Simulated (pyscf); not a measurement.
5 gas-phase steps of one pattern: four-centre exchange on the singlet surface, As–O + H–H or H–H + O–P broken and As–H + H–O or H–O + H–P formed. Structures and frequencies: ωB97X-D3(BJ)/def2-SVP in PySCF. Electronic energies in kJ/mol, from the separated reactants; ΔE‡ and ΔE at ωB97M-D3(BJ)/def2-TZVP. Rows were drawn at random from the steps of this pattern with a verified saddle, stable references and no exit in the data more than 5 kcal/mol lower.

```csv
row,step,ΔE,ΔE‡
1,HO–AsH–AsH₂ + H₂ → H₂As–AsH₂ + H₂O,-46.7,202.4
2,HO–As=AsH + H₂ -> HAs=AsH + H₂O,-34.6,176.0
3,HO–As(OH)–OH + H₂ -> HO–AsH–OH + H₂O,+29.2,?
4,HO–P(OH)–OH + H₂ → HO–PH–OH + H₂O,+58.6,259.7
5,O=P–OH + H₂ -> O=PH + H₂O,+130.6,214.6
```

Fit ΔE‡ = a + b·ΔE to the other rows and predict row 3.

Over the 4 complete rows the means are +27.0 (ΔE) and 213.2 (ΔE‡); least squares gives b = 0.22 and a = 207.2 kJ/mol, with residuals of 25.5 kJ/mol (root mean square; largest 39.6, row 4). For row 3: 207.2 + 0.22 × (+29.2) = 213.6 kJ/mol. The computed barrier is 203.3 kJ/mol, 10.3 under the line. The scatter is large against the spread of the barriers, so the line says little here. Each barrier is that of the saddle found. Elements up to Kr have no core potential and no relativistic terms here.
